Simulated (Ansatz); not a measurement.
The input, for Ansatz 0.2.0:

```yaml
crystal:
  periodic: [false, false, false]
  atoms:
    - {symbol: O, position_ang: [0.000000, 0.000000, 0.000000]}
    - {symbol: H, position_ang: [0.000000, 0.000000, -1.003807]}
    - {symbol: H, position_ang: [0.000000, 0.000000, 1.003807]}
basis:
  gaussian: {orbitals: cc-pVDZ}
total_charge: 1
magnetization: {spin_polarized: true, initial_magnetization: 1}
correlation: {method: ccsd_t, electrons: outside_noble_gas}
```

```sh
$ ansatz run in.yaml --threads 1 --pin off --events-out ev --progress --plain --max-ram 2393MiB
```

Output:

```
215 factors; integrals over basis functions are off by at most 1.4e-3 eV
mean field evaluation 1: about -2055.0643 eV, gradient 2.5e1 eV
mean field evaluation 2: about -2055.0632 eV, gradient 2.5e1 eV
mean field evaluation 4: about -2057.1370 eV, gradient 9.2e-1 eV
mean field evaluation 8: about -2057.1422 eV, gradient 3.8e-4 eV
mean field evaluation 16: about -2056.1408 eV, gradient 1.4e1 eV
mean field evaluation 32: about -2057.1422 eV, gradient 6.6e-4 eV
mean field -2057.14216632 eV, -75.5985802314 hartree, gradient 2.3e-6 eV, S^2 0.756835; 2 other end points of the search recorded, 0 dependent functions left out
1 core orbitals not correlated: weight in the atoms' cores, before any rotation towards them, 1.000 or more for the frozen orbitals, at most 0.000 for the correlated occupied ones
reference -2057.14216632 eV, -75.5985802314 hartree; 4, 3 occupied and 19, 20 virtual orbitals, 215 factors
second order -4.10075070 eV of doubles, -0.00000000 eV of singles
cycle   1  -4.41013268 eV  change   -3.1e-1 eV  update   3.0e-2
cycle   2  -4.51078500 eV  change   -1.0e-1 eV  update   1.1e-2
cycle   3  -4.52329486 eV  change   -1.3e-2 eV  update   3.8e-3
cycle   4  -4.52398095 eV  change   -6.9e-4 eV  update   1.4e-3
cycle   5  -4.52421851 eV  change   -2.4e-4 eV  update   3.5e-4
cycle   6  -4.52433514 eV  change   -1.2e-4 eV  update   8.3e-5
cycle   7  -4.52432061 eV  change    1.5e-5 eV  update   2.4e-5
cycle   8  -4.52431965 eV  change    9.6e-7 eV  update   5.9e-6
perturbative correction -0.05585232 eV, -0.0020525351 hartree
Total energy: -2061.72233829 eV, -75.7668984467 hartree
```

For the same geometry and basis full CI lies 11.1 meV lower.

Ran on 1 thread of Arm Neoverse V1, shared host: 0.33 s wall, 0.13 GiB peak host memory.
